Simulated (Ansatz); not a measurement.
I need a comparison of dispersion corrections of P₄, SMILES p12p3p1p23. Use the Python package of Ansatz (0.2.0). Settings (for the species named): BLYP, def2-SVP basis, multiplicity 1, D3BJ dispersion.

```yaml
atoms:
  - { symbol: P, position_ang: [-0.7252, -0.1000, 1.1200] }
  - { symbol: P, position_ang: [1.2955, 0.1098, 0.3158] }
  - { symbol: P, position_ang: [-0.1850, -1.0922, -0.7502] }
  - { symbol: P, position_ang: [-0.3853, 1.0825, -0.6856] }
```

`disp.py`:
```python
# -*- coding: utf-8 -*-
import ansatz as az

BASIS = "def2-SVP"

GEOMETRY = """
P    -0.72518   -0.10003    1.11996
P     1.29547    0.10981    0.31580
P    -0.18502   -1.09224   -0.75020
P    -0.38527    1.08247   -0.68557
"""

geometry = az.Crystal.molecule()
for line in GEOMETRY.strip().splitlines():
    symbol, *xyz = line.split()
    geometry = geometry.atom(symbol, [float(v) for v in xyz])

calc = geometry.calculation().basis(gaussian=BASIS)
for name in ["blyp", "revpbe"]:
    for correction in ("d3bj", "d4"):
        rep = calc.functional(name, dispersion=correction).run(threads=1, backend="cpu").report
        print(f"{name:8s} {correction:5s} total {rep['free_energy_ev']:.5f} eV, of which dispersion {1000 * rep['dispersion']['energy']['ev']:.2f} meV")
```

```console
$ python disp.py
blyp     d3bj  total -37144.70178 eV, of which dispersion -537.29 meV
blyp     d4    total -37144.70264 eV, of which dispersion -538.16 meV
revpbe   d3bj  total -37138.16497 eV, of which dispersion -503.87 meV
revpbe   d4    total -37138.27993 eV, of which dispersion -618.83 meV
```

Reading the output:
- The settings weren't tested for convergence.
- The geometry is a force-field or estimated start, not a minimum of this method, and the basis set is short of its limit. D4 holds the three-body term, and d3bj doesn't.
- Finished in 4.6 s on 1 thread of Arm Neoverse V2 (shared host), peak memory 0.17 GiB.
